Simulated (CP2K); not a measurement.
# C2H3F3 (1,1,1-trifluoroethane): GFN1-xTB

What is the energy change on altering one bond length of C2H3F3 (1,1,1-trifluoroethane) at GFN1-xTB? 

The calculation is run with CP2K 2026.2.

7 further runs of the same task are left out: 6 that didn't finish, 1 set aside as unsound or not needed.

### 1 Starting point

C2H3F3 has 8 atoms, charge 0, and is taken as a singlet. As SMILES, `CC(F)(F)F`. The shape is that of a PBE0-D4/def2-TZVP optimisation.

Bond lengths: C1–C2 1.497 Å, C2–F3 1.341 Å, C2–F4 1.341 Å, C2–F5 1.341 Å, C1–H6 1.089 Å, C1–H7 1.089 Å, C1–H8 1.089 Å. Some angles: C1–C2–F3 111.8°, C1–C2–F4 111.8°, C1–C2–F5 111.8°, F3–C2–F4 107.1°, F3–C2–F5 107.1°, F4–C2–F5 107.1°, C2–C1–H6 109.3°, C2–C1–H7 109.3°, C2–C1–H8 109.3°, H6–C1–H7 109.7°.

### 2 The energy at GFN1-xTB

The input, molecule.inp:

```
&GLOBAL
  PROJECT_NAME molecule
  RUN_TYPE ENERGY
  PRINT_LEVEL MEDIUM
&END GLOBAL
&FORCE_EVAL
  METHOD QUICKSTEP
  &DFT
    &QS
      METHOD XTB
      EPS_DEFAULT 1.0E-10
      &XTB
        GFN_TYPE 1
        CHECK_ATOMIC_CHARGES F
      &END XTB
    &END QS
    &POISSON
      PERIODIC NONE
      POISSON_SOLVER ANALYTIC
    &END POISSON
    &SCF
      SCF_GUESS ATOMIC
      EPS_SCF 1.0E-07
      MAX_SCF 150
      ADDED_MOS 4
      &DIAGONALIZATION
        ALGORITHM STANDARD
      &END DIAGONALIZATION
      &MIXING
        METHOD DIRECT_P_MIXING
        ALPHA 0.4
      &END MIXING
      &SMEAR ON
        METHOD FERMI_DIRAC
        ELECTRONIC_TEMPERATURE [K] 300
      &END SMEAR
    &END SCF
    &PRINT
      &MOMENTS
        PERIODIC F
        REFERENCE COM
        MAX_MOMENT 1
      &END MOMENTS
      &MO ON
        ENERGIES T
        OCCUPATION_NUMBERS T
        NDIGITS 6
        &EACH
          QS_SCF 0
        &END EACH
        ADD_LAST NUMERIC
      &END MO
      &HIRSHFELD OFF
      &END HIRSHFELD
    &END PRINT
  &END DFT
  &SUBSYS
    &CELL
      ABC 19.2 18.6 19.1
      PERIODIC NONE
    &END CELL
    &COORD
      C     -0.615400    -0.141500     0.471500
      C      0.557600     0.109900    -0.423700
      F      1.692800    -0.382000     0.093900
      F      0.395200    -0.458200    -1.627700
      F      0.754200     1.420300    -0.629900
      H     -0.441600     0.335800     1.434900
      H     -0.738000    -1.214600     0.611200
      H     -1.512600     0.273100     0.014000
    &END COORD
    &TOPOLOGY
      &CENTER_COORDINATES
      &END CENTER_COORDINATES
    &END TOPOLOGY
  &END SUBSYS
&END FORCE_EVAL
```

Started as:

```
$ OMP_NUM_THREADS=1 cp2k.psmp molecule.inp > molecule.out
```

Standard output:

```text
CP2K| version string:                                       CP2K version 2026.2
[...]
 GLOBAL| Method name                                                        CP2K
[...]
 GLOBAL| Run type                                                         ENERGY
[...]
                             - Atoms:                                          8
[...]
                             - Spherical basis functions:                     26
[...]
 Number of electrons:                                                         32
[...]
     1 P_Mix/Diag. 0.40E+00    0.0     1.14527354       -21.0265589841 -2.10E+01
[...]
    11 DIIS/Diag.  0.16E-07    0.0     0.00000001       -21.2962167192 -3.46E-12
  *** SCF run converged in    11 steps ***
[...]
  Fermi energy:                                                -0.19722148810037
[...]
 TB_DIPOLE| Moment [Debye]         -2.26381761      -0.48456745       1.72803266
 TB_DIPOLE| Derivative [a.u.]       0.00000000       0.00000000       0.00000000
[...]
 ENERGY| Total FORCE_EVAL ( QS ) energy [hartree]            -21.296216719245155
[...]
```

It took 1.4 s on 1 thread of Intel Xeon at 2.70GHz, shared host; peak memory 0.23 GiB.

### 3 The distorted shape at the same level

The input, qs.inp:

```
&GLOBAL
 PROJECT_NAME qs
 RUN_TYPE ENERGY
 PRINT_LEVEL MEDIUM
&END GLOBAL
&FORCE_EVAL
 METHOD QUICKSTEP
 &DFT
  CHARGE 0
  MULTIPLICITY 1
  &QS
   METHOD XTB
   EPS_DEFAULT 1.0E-10
   &XTB
    GFN_TYPE 1
    CHECK_ATOMIC_CHARGES F
   &END XTB
  &END QS
  &POISSON
   PERIODIC NONE
   POISSON_SOLVER ANALYTIC
  &END POISSON
  &SCF
   SCF_GUESS ATOMIC
   EPS_SCF 1.0E-07
   MAX_SCF 40
   &OT ON
    MINIMIZER CG
    PRECONDITIONER FULL_SINGLE_INVERSE
   &END OT
   &OUTER_SCF
    EPS_SCF 1.0E-07
    MAX_SCF 10
   &END OUTER_SCF
  &END SCF
  &PRINT
   &MOMENTS
    PERIODIC F
    REFERENCE COM
    MAX_MOMENT 1
   &END MOMENTS
   &MO_CUBES
    NLUMO 3
    NHOMO -1
    WRITE_CUBE F
   &END MO_CUBES
   &HIRSHFELD OFF
   &END HIRSHFELD
  &END PRINT
 &END DFT
 &SUBSYS
  &CELL
   ABC [angstrom] 19.8 18.8 19.5
   PERIODIC NONE
  &END CELL
  &COORD
   C     -1.201938    -0.267208     0.919129
   C      0.557600     0.109900    -0.423700
   F      1.692800    -0.382000     0.093900
   F      0.395200    -0.458200    -1.627700
   F      0.754200     1.420300    -0.629900
   H     -1.028138     0.210092     1.882529
   H     -1.324538    -1.340308     1.058829
   H     -2.099138     0.147392     0.461629
  &END COORD
  &TOPOLOGY
   &CENTER_COORDINATES
   &END CENTER_COORDINATES
  &END TOPOLOGY
 &END SUBSYS
&END FORCE_EVAL
```

Started as:

```
$ OMP_NUM_THREADS=1 cp2k.psmp -i qs.inp > qs.out 2>&1
```

Standard output:

```text
CP2K| version string:                                       CP2K version 2026.2
[...]
 GLOBAL| Method name                                                        CP2K
[...]
 GLOBAL| Run type                                                         ENERGY
[...]
                             - Atoms:                                          8
[...]
                             - Spherical basis functions:                     26
[...]
 Number of electrons:                                                         32
[...]
     1 OT CG       0.80E-01    0.0     0.25864818       -20.8595522809 -2.09E+01
[...]
    22 OT CG       0.12E+00    0.0     0.00000006       -21.1891900757 -4.76E-13
  *** SCF run converged in    22 steps ***
[...]
 TB_DIPOLE| Moment [Debye]         -2.16350062      -0.46310245       1.65146115
 TB_DIPOLE| Derivative [a.u.]       0.00000000       0.00000000       0.00000000
[...]
 ENERGY| Total FORCE_EVAL ( QS ) energy [hartree]            -21.189190075703884
[...]
```

It took 1.8 s on 1 thread of Intel Xeon at 2.70GHz, shared host; peak memory 0.23 GiB.

### 4 Outcome

Level: GFN1-xTB.

```
                                                         quantity         value
                                        first shape: total energy  -21.29622 Eh
           first shape: dipole moment (from atomic charges alone)        2.89 D
                                         first shape: HOMO energy     -14.34 eV
                                         first shape: LUMO energy      -4.49 eV
                                       first shape: HOMO–LUMO gap       9.85 eV
                                   first shape: dispersion energy  -4.13 kJ/mol
                                    distorted shape: total energy  -21.18919 Eh
       distorted shape: dipole moment (from atomic charges alone)        2.76 D
                                     distorted shape: HOMO energy     -12.99 eV
                               distorted shape: dispersion energy  -4.29 kJ/mol
energy change with the C1–C2 bond stretched from 1.497 to 2.245 Å      2.912 eV
```

In words: One bond (distorted shape) is far stretched, which a spin-restricted single reference describes badly. With the C1–C2 bond stretched from 1.497 to 2.245 Å the energy rises by 2.91 eV (281 kJ/mol). The first shape isn't relaxed at this level, so the change isn't measured from a minimum. A restricted reference can't describe the breaking bond well at this length. The dipole (first shape) comes from point charges on the atoms alone, without atomic dipoles, so it is partial. The dipole (distorted shape) comes from point charges on the atoms alone, without atomic dipoles, so it is partial.
